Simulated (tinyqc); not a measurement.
Inside a calculation. Method: LCCD on RHF in the sto-3g basis, frozen core, for HF, spin multiplicity 1. Computed by tinyqc, a small Python program that keeps every step (integrals from PySCF). Settings: charge = 0, multiplicity = 1, basis = sto-3g, method = RHF, frozen orbitals = 1, energy threshold = 1e-10, iteration cap = 76, orthogonalisation = symmetric, start = Wolfsberg-Helmholz matrix, DIIS depth = 6, amplitude equations = LCCD, DIIS depth for amplitudes = 0, cap on updates = 58. Command: `OMP_NUM_THREADS=1 python tinyqc.py 20600 20601 out.jsonl` (the two numbers bound the seeds that draw the settings). One thread of a shared host (Intel(R) Xeon(R) Processor @ 2.60GHz), about 0.1 s of CPU time with the checks. The early iterations of the SCF are left out here.

## One-electron integrals

Geometry (angstrom):
```
atom         x         y         z
F     0.000000  0.000000  0.000000
H     0.000000  0.000000  0.843000
```

Basis sto-3g: exponents (1/bohr^2) and contraction coefficients of normalised primitives:
```
element  l (shell)    exponent  coefficient
F            s (1)  166.679130     0.154329
F            s (1)   30.360812     0.535328
F            s (1)    8.216821     0.444635
F            s (2)    6.464803    -0.099967
F            s (2)    1.502281     0.399513
F            s (2)    0.488588     0.700115
F            p (3)    6.464803     0.155916
F            p (3)    1.502281     0.607684
F            p (3)    0.488588     0.391957
H            s (1)    3.425251     0.154329
H            s (1)    0.623914     0.535328
H            s (1)    0.168855     0.444635
```

Overlap, kinetic and nuclear-attraction integrals over the contracted functions; the nuclear repulsion is the sum of Za Zb / Rab.

nuclear repulsion = 5.64957876 hartree

overlap S:
```
           1F 1s     1F 2s    1F 2px    1F 2py    1F 2pz     2H 1s
1F 1s   1.000000  0.237990  0.000000  0.000000  0.000000  0.058887
1F 2s   0.237990  1.000000  0.000000  0.000000  0.000000  0.499946
1F 2px  0.000000  0.000000  1.000000  0.000000  0.000000  0.000000
1F 2py  0.000000  0.000000  0.000000  1.000000  0.000000  0.000000
1F 2pz  0.000000  0.000000  0.000000  0.000000  1.000000  0.373447
2H 1s   0.058887  0.499946  0.000000  0.000000  0.373447  1.000000
```

kinetic energy T (hartree):
```
            1F 1s      1F 2s    1F 2px    1F 2py    1F 2pz     2H 1s
1F 1s   36.984577  -0.212858  0.000000  0.000000  0.000000  0.006855
1F 2s   -0.212858   1.037995  0.000000  0.000000  0.000000  0.172361
1F 2px   0.000000   0.000000  3.248015  0.000000  0.000000  0.000000
1F 2py   0.000000   0.000000  0.000000  3.248015  0.000000  0.000000
1F 2pz   0.000000   0.000000  0.000000  0.000000  3.248015  0.337185
2H 1s    0.006855   0.172361  0.000000  0.000000  0.337185  0.760032
```

nuclear attraction V (hartree):
```
             1F 1s       1F 2s      1F 2px      1F 2py      1F 2pz      2H 1s
1F 1s   -77.637311   -9.326202    0.000000    0.000000   -0.017817  -2.384837
1F 2s    -9.326202  -12.160520    0.000000    0.000000   -0.207582  -4.831567
1F 2px    0.000000    0.000000  -12.020278    0.000000    0.000000   0.000000
1F 2py    0.000000    0.000000    0.000000  -12.020278    0.000000   0.000000
1F 2pz   -0.017817   -0.207582    0.000000    0.000000  -12.162530  -3.238371
2H 1s    -2.384837   -4.831567    0.000000    0.000000   -3.238371  -6.554867
```

core Hamiltonian H = T + V (hartree):
```
             1F 1s       1F 2s     1F 2px     1F 2py     1F 2pz      2H 1s
1F 1s   -40.652734   -9.539060   0.000000   0.000000  -0.017817  -2.377982
1F 2s    -9.539060  -11.122525   0.000000   0.000000  -0.207582  -4.659206
1F 2px    0.000000    0.000000  -8.772263   0.000000   0.000000   0.000000
1F 2py    0.000000    0.000000   0.000000  -8.772263   0.000000   0.000000
1F 2pz   -0.017817   -0.207582   0.000000   0.000000  -8.914516  -2.901187
2H 1s    -2.377982   -4.659206   0.000000   0.000000  -2.901187  -5.794835
```

## Two-electron integrals

Functions are numbered as in S; the eight-fold symmetry (ij|kl) = (ji|kl) = (kl|ij) leaves the list below.

Two-electron integrals (ij|kl) in chemists' order, unique and non-zero (hartree):
```
(11|11) 5.403501   (21|11) 0.841920   (21|21) 0.156299   (22|11) 1.268028
(22|21) 0.292344   (22|22) 0.926167   (31|31) 0.027998   (32|31) 0.043169
(32|32) 0.204588   (33|11) 1.264502   (33|21) 0.292403   (33|22) 0.925959
(33|33) 0.997514   (41|41) 0.027998   (42|41) 0.043169   (42|42) 0.204588
(43|43) 0.053770   (44|11) 1.264502   (44|21) 0.292403   (44|22) 0.925959
(44|33) 0.889973   (44|44) 0.997514   (51|51) 0.027998   (52|51) 0.043169
(52|52) 0.204588   (53|53) 0.053770   (54|54) 0.053770   (55|11) 1.264502
(55|21) 0.292403   (55|22) 0.925959   (55|33) 0.889973   (55|44) 0.889973
(55|55) 0.997514   (61|11) 0.212278   (61|21) 0.039022   (61|22) 0.072347
(61|33) 0.072244   (61|44) 0.072244   (61|51) 0.001558   (61|52) 0.002902
(61|55) 0.072561   (61|61) 0.009839   (62|11) 0.483252   (62|21) 0.112677
(62|22) 0.392084   (62|33) 0.386762   (62|44) 0.386762   (62|51) 0.007522
(62|52) 0.056224   (62|55) 0.402365   (62|61) 0.028432   (62|62) 0.196017
(63|31) 0.012439   (63|32) 0.071247   (63|53) 0.012114   (63|63) 0.030681
(64|41) 0.012439   (64|42) 0.071247   (64|54) 0.012114   (64|64) 0.030681
(65|11) 0.304077   (65|21) 0.071890   (65|22) 0.268078   (65|33) 0.256213
(65|44) 0.256213   (65|51) 0.016723   (65|52) 0.108540   (65|55) 0.291513
(65|61) 0.018986   (65|62) 0.164221   (65|65) 0.167556   (66|11) 0.591011
(66|21) 0.140046   (66|22) 0.556876   (66|33) 0.537211   (66|44) 0.537211
(66|51) 0.013107   (66|52) 0.132711   (66|55) 0.595559   (66|61) 0.035645
(66|62) 0.338199   (66|65) 0.329218   (66|66) 0.774606
```

## Orthogonalisation

S = U s U^T; symmetric (Loewdin) form X = U s^(-1/2) U^T, so that X^T S X = 1.

eigenvalues of S: 0.361068  0.846376  1.000000  1.000000  1.119580  1.672976

X:
```
            1F 1s      1F 2s    1F 2px    1F 2py     1F 2pz      2H 1s
1F 1s    1.023509  -0.135841  0.000000  0.000000  -0.009064   0.024955
1F 2s   -0.135841   1.161462  0.000000  0.000000   0.101980  -0.345670
1F 2px   0.000000   0.000000  1.000000  0.000000   0.000000   0.000000
1F 2py   0.000000   0.000000  0.000000  1.000000   0.000000   0.000000
1F 2pz  -0.009064   0.101980  0.000000  0.000000   1.074664  -0.253892
2H 1s    0.024955  -0.345670  0.000000  0.000000  -0.253892   1.209759
```

## Iteration 7 (converged): orbitals

converged F (hartree):
```
             1F 1s      1F 2s     1F 2px     1F 2py     1F 2pz      2H 1s
1F 1s   -25.883941  -6.623020   0.000000   0.000000  -0.027470  -1.661463
1F 2s    -6.623020  -3.062481   0.000000   0.000000  -0.132972  -1.312098
1F 2px    0.000000   0.000000  -0.467518   0.000000   0.000000   0.000000
1F 2py    0.000000   0.000000   0.000000  -0.467518   0.000000   0.000000
1F 2pz   -0.027470  -0.132972   0.000000   0.000000  -0.420225  -0.619075
2H 1s    -1.661463  -1.312098   0.000000   0.000000  -0.619075  -0.723320
```

Diagonalise F' = X^T F X, C = X C', fill 5 alpha and 5 beta electrons from the bottom; D = 2 C_occ C_occ^T. Each column has its largest component positive (the first on a tie).

F' = X^T F X (hartree):
```
            1          2          3          4          5          6
1  -25.406102  -3.416241   0.000000   0.000000  -0.053389  -0.280532
2   -3.416241  -1.699373   0.000000   0.000000   0.110677  -0.673174
3    0.000000   0.000000  -0.467518   0.000000   0.000000   0.000000
4    0.000000   0.000000   0.000000  -0.467518   0.000000   0.000000
5   -0.053389   0.110677   0.000000   0.000000  -0.184163  -0.627971
6   -0.280532  -0.673174   0.000000   0.000000  -0.627971   0.000899
```

orbital energies (hartree): MO1 -25.894006, MO2 -1.498253, MO3 -0.606323, MO4 -0.467518, MO5 -0.467518, MO6 0.709844

coefficients C:
```
              MO1        MO2        MO3       MO4        MO5        MO6
1F 1s    0.994594  -0.246096   0.090576  0.000000   0.000000   0.093504
1F 2s    0.023533   0.913689  -0.480342  0.000000   0.000000  -0.656677
1F 2px   0.000000   0.000000   0.000000  0.999989  -0.004692   0.000000
1F 2py   0.000000   0.000000   0.000000  0.004692   0.999989   0.000000
1F 2pz   0.003602   0.115997   0.712133  0.000000   0.000000  -0.842167
2H 1s   -0.006772   0.173172   0.493856  0.000000   0.000000   1.172246
```

D after iteration 7:
```
            1F 1s      1F 2s    1F 2px    1F 2py     1F 2pz      2H 1s
1F 1s    2.115970  -0.489914  0.000000  0.000000   0.079076  -0.009242
1F 2s   -0.489914   2.132220  0.000000  0.000000  -0.471995  -0.158308
1F 2px   0.000000   0.000000  2.000000  0.000000   0.000000   0.000000
1F 2py   0.000000   0.000000  0.000000  2.000000   0.000000   0.000000
1F 2pz   0.079076  -0.471995  0.000000  0.000000   1.041202   0.743507
2H 1s   -0.009242  -0.158308  0.000000  0.000000   0.743507   0.547855
```

Within a degenerate level the vectors are fixed only up to a rotation; this is one choice.

## Convergence

Stop when the energy changes by less than 1e-10 hartree and every element of the error matrix X^T (F D S - S D F) X is below 3e-06.

Course of the cycle:
```
iteration   E (hartree)     change  largest element of the error matrix
1          -98.31767389          -                             5.38e-01
2          -98.53257475  -2.15e-01                             1.23e-01
3          -98.55204454  -1.95e-02                             1.76e-02
4          -98.55224919  -2.05e-04                             1.54e-03
5          -98.55225029  -1.10e-06                             9.97e-05
6          -98.55225029  -5.13e-09                             1.21e-06
7          -98.55225029  -8.53e-13                             1.21e-09
```

PySCF RHF in the same basis = -98.55225029 hartree

Converged in 7 iterations.

## Integrals over molecular orbitals

(pq|rs) = sum C_ip C_jq C_kr C_ls (ij|kl), one index at a time.

one-electron integrals over orbitals h = C^T H C (hartree):
```
            1          2          3          4          5          6
1  -40.633979   0.694416  -0.245903   0.000000   0.000000  -0.256000
2    0.694416  -9.182623   0.530992   0.000000   0.000000   1.334218
3   -0.245903   0.530992  -7.907082   0.000000   0.000000   1.704947
4    0.000000   0.000000   0.000000  -8.772263   0.000000   0.000000
5    0.000000   0.000000   0.000000   0.000000  -8.772263   0.000000
6   -0.256000   1.334218   1.704947   0.000000   0.000000  -6.112557
```

Two-electron integrals over orbitals (pq|rs), unique and non-zero (hartree); the lowest 1 orbital is frozen and left out:
```
(22|22) 0.859603    (32|22) 0.000545    (32|32) 0.158364    (33|22) 0.771013
(33|32) -0.065038   (33|33) 0.810893    (42|42) 0.176694    (43|42) -0.047579
(43|43) 0.054260    (44|22) 0.872713    (44|32) -0.075377   (44|33) 0.784116
(44|44) 0.997514    (52|52) 0.176694    (53|52) -0.047579   (53|53) 0.054260
(54|54) 0.053770    (55|22) 0.872713    (55|32) -0.075377   (55|33) 0.784116
(55|44) 0.889973    (55|55) 0.997514    (62|22) -0.141824   (62|32) -0.032189
(62|33) -0.049988   (62|44) -0.142255   (62|55) -0.142255   (62|62) 0.101224
(63|22) -0.136857   (63|32) 0.091234    (63|33) -0.134950   (63|44) -0.175361
(63|55) -0.175361   (63|62) 0.061910    (63|63) 0.153058    (64|42) -0.047055
(64|43) -0.010477   (64|64) 0.032582    (65|52) -0.047055   (65|53) -0.010477
(65|65) 0.032582    (66|22) 0.698663    (66|32) 0.079043    (66|33) 0.668355
(66|44) 0.658374    (66|55) 0.658374    (66|62) -0.069963   (66|63) -0.010276
(66|66) 0.720395
```

## LCCD: starting amplitudes

t_ij^ab = <ij||ab> / (e_i + e_j - e_a - e_b), whose energy is MP2.

Starting amplitudes (spin orbitals 1a, 1b, ...; amplitudes related by a flip of all spins are not repeated):
```
from      to          t
3a 3b  6a 6b  -0.058145
2a 2b  6a 6b  -0.022921
2a 3b  6a 6b  -0.017567
5a 5b  6a 6b  -0.013837
4a 4b  6a 6b  -0.013837
```

correlation energy = -0.01429654 hartree

## LCCD: amplitude update 1

t_ij^ab D_ij^ab are set to the remaining terms of the spin-orbital equations, evaluated with the old amplitudes; for the doubles these are <ij||ab> + 1/2 <ab||ef> t_ij^ef + 1/2 <mn||ij> t_mn^ab + P(ij)P(ab) <mb||ej> t_im^ae, D the orbital-energy denominators (linear CCD).

Amplitudes after update 1 (spin orbitals 1a, 1b, ...; amplitudes related by a flip of all spins are not repeated):
```
from      to          t
3a 3b  6a 6b  -0.076814
2a 2b  6a 6b  -0.025743
2a 3b  6a 6b  -0.025359
5a 5b  6a 6b  -0.016168
4a 4b  6a 6b  -0.016168
```

correlation energy = -0.01855643 hartree

## LCCD: convergence

E_corr = 1/4 sum <ij||ab> t_ij^ab; stop when the norm of the change is below 1e-8.

Course of the amplitude iterations:
```
update  correlation energy (hartree)  norm of the change
0                        -0.01429654                   -
1                        -0.01855643            4.42e-02
2                        -0.01996266            1.55e-02
3                        -0.02044991            5.60e-03
4                        -0.02062267            2.04e-03
5                        -0.02068466            7.45e-04
6                        -0.02070705            2.73e-04
7                        -0.02071517            9.98e-05
8                        -0.02071813            3.65e-05
9                        -0.02071921            1.34e-05
10                       -0.02071960            4.90e-06
11                       -0.02071974            1.79e-06
12                       -0.02071980            6.57e-07
13                       -0.02071982            2.41e-07
14                       -0.02071982            8.82e-08
15                       -0.02071983            3.23e-08
16                       -0.02071983            1.18e-08
17                       -0.02071983            4.34e-09
```

Converged amplitudes (spin orbitals 1a, 1b, ...; amplitudes related by a flip of all spins are not repeated):
```
from      to          t
3a 3b  6a 6b  -0.087267
2a 3b  6a 6b  -0.029701
2a 2b  6a 6b  -0.025604
5a 5b  6a 6b  -0.016783
4a 4b  6a 6b  -0.016783
```

LCCD total energy = -98.57297012 hartree

Converged in 17 updates.
